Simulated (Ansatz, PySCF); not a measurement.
System: OCl, charge 0, multiplicity 2. SMILES: [O]Cl
Coordinates optimised at B3LYP-D3(BJ)/def2-TZVP (Ansatz, an electronic-structure program):
```
Cl
O 1 1.5797
```
Charge 0, spin multiplicity 2.

Wanted: enthalpy of formation at 298 K, in kcal/mol. Set-up: 6-311+G** with 5d, 6d on Na to Ar in Ansatz; open shells spin-unrestricted; non-relativistic; no spin-orbit coupling. Ab initio and DFT rows: single points at B3LYP-D3(BJ) geometries (Ansatz), with unscaled harmonic terms from B3LYP/6-31G* at its own minima, enthalpies of formation by atomisation with measured atoms.

| species | coefficient | E at B3LYP/6-311+G** (Ansatz), Eh | E at M06-2X/def2-TZVPD (PySCF), Eh | H(298 K) - E, kcal/mol |
|---|---|---|---|---|
| [O]Cl | +1 | -535.34760 | -535.30225 | 3.31 |
| Cl atom | -1 | -460.16762 | -460.13314 | - |
| O atom | -1 | -75.08988 | -75.06660 | - |

The atoms take no thermal term, since their enthalpies of formation at 0 K are used: the result is the sum of coefficient times E, plus the molecule's thermal term, plus number times (enthalpy of formation minus H(298) - H(0)) over the atoms. Measured values of the atoms (G2/97 table in ASE), kcal/mol:

```tsv
atom	number	enthalpy of formation of the gas at 0 K	H(298) - H(0) of the element's standard state
Cl	1	28.59	1.10
O	1	58.99	1.04
```

Measured values: G2/97 table in ASE (Curtiss et al.); they hold spin-orbit and core effects, anharmonicity.  Value to compare with, the measured value: 24.2 kcal/mol. 1 Eh = 627.5095 kcal/mol.

**Question.** Compute it at each level from the table, and compare with the measured value.

**Answer.** 
- B3LYP/6-311+G**: the sum of coefficient times E is -0.09010 Eh, or -56.54 kcal/mol; the thermal terms add 3.31; the atoms' measured terms add 85.44. Result: 32.2 kcal/mol. Its error against the measured value is 8.0 kcal/mol.
- M06-2X/def2-TZVPD: the sum of coefficient times E is -0.10251 Eh, or -64.33 kcal/mol; the thermal terms add 3.31; the atoms' measured terms add 85.44. Result: 24.4 kcal/mol. Its error against the measured value is 0.2 kcal/mol.
